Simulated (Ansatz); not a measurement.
Which is lower?

The two ends of one reaction step of BH5SO, singlet (PBE0-D4/def2-TZVP).

A:

| atom | x (Å) | y (Å) | z (Å) |
| --- | --- | --- | --- |
| B1 | -0.5579 | -0.3107 | -0.2140 |
| O2 | 0.7681 | 0.6418 | -0.7423 |
| H3 | -0.3899 | -1.3517 | -0.7761 |
| H4 | -1.5063 | 0.3555 | -0.5342 |
| H5 | 1.1137 | 0.9598 | 0.1098 |
| S6 | -0.3519 | -0.3257 | 1.6435 |
| H7 | 0.4460 | 1.4068 | -1.2343 |
| H8 | 0.4782 | -1.3759 | 1.7476 |

B:

B1  (-0.418, -0.153, -0.974)
O2  (0.391, 0.793, -1.506)
H3  (0.044, -1.253, -0.865)
H4  (-1.570, 0.083, -0.734)
H5  (1.468, -0.166, 1.556)
S6  (0.241, 0.167, 1.983)
H7  (-0.040, 1.646, -1.598)
H8  (-0.116, -1.117, 2.137)
(Å)

Computed with Ansatz 0.2.0 (basis: def2-TZVPP); correlated methods freeze the cores. B3LYP uses VWN-RPA correlation.

Task: Which structure is lower at CCSD(T), and by how much? (To be estimated.)

Result: By the calculation: B, by 0.292 eV (electronic energy, against the other). By their contacts, A is BH₅SO ([OH2][BH2][SH]) and B is a complex of BH₃O ([BH2][OH]) + H₂S.

Task: Do the other methods give the same order? (Judge from chemistry; the calculation decides.)

Result: By the calculation: Not all: SPW92 gives the other order.

| method | E(B) − E(A) (eV) |
| --- | --- |
| SPW92 | 0.090 |
| PBE-D4 | -0.152 |
| BLYP-D4 | -0.380 |
| r2SCAN-D4 | -0.209 |
| B97M-V | -0.282 |
| PBE0-D4 | -0.156 |
| B3LYP-D4 | -0.363 |
| r2SCAN0-D4 | -0.201 |
| BHLYP-D4 | -0.386 |
| CAM-B3LYP-D4 | -0.340 |
| wB97X-V | -0.268 |
| wB97M-V | -0.265 |
| B2PLYP | -0.344 |
| PBE-QIDH | -0.172 |
| RPA on PBE | -0.366 |
| HF | -0.652 |
| MP2 | -0.227 |
| CCSD | -0.344 |
| CCSD(T) | -0.292 |

The T1 diagnostic stays at or below 0.013.

Labels in which every atom is bracketed show which atoms are joined, not bond orders.

For scale, one of the runs: CCSD(T)/def2-TZVPP, 174 basis functions, launched by `ansatz run in.yaml --threads 2 --pin off --events-out ev --progress --plain --max-ram 4352MiB`. Time: 13 s of wall clock on 2 CPU threads of an Intel Xeon 6975P-C; the host was shared. Peak host memory: 1.7 GiB.
